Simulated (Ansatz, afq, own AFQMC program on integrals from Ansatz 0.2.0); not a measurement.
# S, triplet: AFQMC among the cluster methods

A free S atom.

Basis def2-TZVP. Noble-gas cores (and the filled d shells of Ga–Kr and In–Xe) are frozen. Ansatz 0.2.0 and our own AFQMC program on the same integrals; the CISD trial comes from CCSD amplitudes, and released means the phaseless constraint is let go. Free projection: walkers drawn from exp(T), propagated without any constraint. Its projection time is finite, and what remains of the start isn't in its error. ± is one standard error of the sampling.

Determinant: UHF, the one that the program's search chose, which needn't be the lowest solution.

Full CI is exact in this basis; its frozen core comes from its own orbitals, which moves totals by up to a few meV.

Cautions: the ph-AFQMC/HF walk drifts between its halves (2.9 errors); full CI with its own frozen core.

* T1 diagnostic: 0.0098
* weight of the determinant in the CISD state: 0.930
* ⟨S²⟩ of the determinant: 2.012
* size of the correlated space: 6 electrons in 32 orbitals

Reference: full CI, correlation energy -3.907 eV. The released energy is read at 1.50 1/Eh (meV from the phaseless value at times in 1/Eh: -1.4 ± 1.1 at 0.24, -3.5 ± 1.3 at 0.50, -5.5 ± 1.1 at 1.00, -6.4 ± 1.1 at 1.50). CCSDTQ lies 3.5 meV below full CI, in part by the other frozen core, which shifts every row alike, so rows that close can't be ranked against it.

| level | E − E(reference) (kJ/mol) | share of correlation (%) |
| --- | --- | --- |
| HF | 377.0 | 0.00 |
| MP2 | 77.2 | 79.51 |
| CCSD | 14.4 | 96.19 |
| CCSD(T) | 2.1 | 99.44 |
| CCSDT | 0.0 | 99.99 |
| CCSDT(Q) | -0.3 | 100.08 |
| CCSDTQ | -0.3 | 100.09 |
| ph-AFQMC/HF | 10.8 ± 1.2 | 97.13 |
| ph-AFQMC/CISD | 0.2 ± 0.2 | 99.95 |
| released AFQMC | -0.4 ± 0.1 | 100.11 |
| free AFQMC | -0.5 ± 0.2 | 100.14 |

CCSDT and higher add their correlation energy to the determinant of the CCSD(T) run, since their own runs factorise the integrals more tightly (a shift of under 2 meV). Free projections are given only where their last times agree within the noise and don't stop above the reference; a slow remainder of the start can still hide under it. A walk keeps the symmetry of its determinant, which the program's search chose and which needn't be the lowest solution, so a lower state of the same spin and another symmetry isn't excluded. Released energies are given only where the last usable release times agree within the noise; a slower fall can still hide under it.
